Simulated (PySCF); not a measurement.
ethylene (C₂H₄), SMILES C=C. Atoms are numbered in the order given.

```xyz
6

C      0.0000     0.0000    -0.6623
C      0.0000     0.0000     0.6623
H      0.0000    -0.9214    -1.2320
H      0.0000     0.9214    -1.2320
H      0.0000     0.9214     1.2320
H      0.0000    -0.9214     1.2320
```
Charge 0, spin multiplicity 1.

Coordinates come from a B3LYP-D3(BJ)/def2-TZVP optimisation.

All values below come from PBE/pcJ-1 in PySCF.

Isotropic couplings with Fermi-contact, spin-dipole and both spin-orbit terms, one fixed conformer, no vibrational averaging. Isotopes: 13C, 1H.

| pair | bonds apart | J (Hz) |
|---|---|---|
| C1–C2 | 1 | 70.6 |
| C1–H3 | 1 | 150.8 |
| C1–H4 | 1 | 150.8 |
| C2–H5 | 1 | 150.8 |
| C2–H6 | 1 | 150.8 |
| C1–H5 | 2 | -0.8 |
| C1–H6 | 2 | -0.8 |
| C2–H3 | 2 | -0.8 |
| C2–H4 | 2 | -0.8 |
| H3–H4 | 2 | (withheld) |
| H5–H6 | 2 | (withheld) |
| H3–H5 | 3 | (withheld) |
| H3–H6 | 3 | (withheld) |
| H4–H5 | 3 | (withheld) |
| H4–H6 | 3 | (withheld) |

Question: Some entries are withheld; supply them. (An estimate is asked for; the answer gives what the named calculation found.)

Answer: 
- H3–H4, J (Hz): 2.4
- H5–H6, J (Hz): 2.4
- H3–H5, J (Hz): 18.9
- H3–H6, J (Hz): 11.7
- H4–H5, J (Hz): 11.7
- H4–H6, J (Hz): 18.9
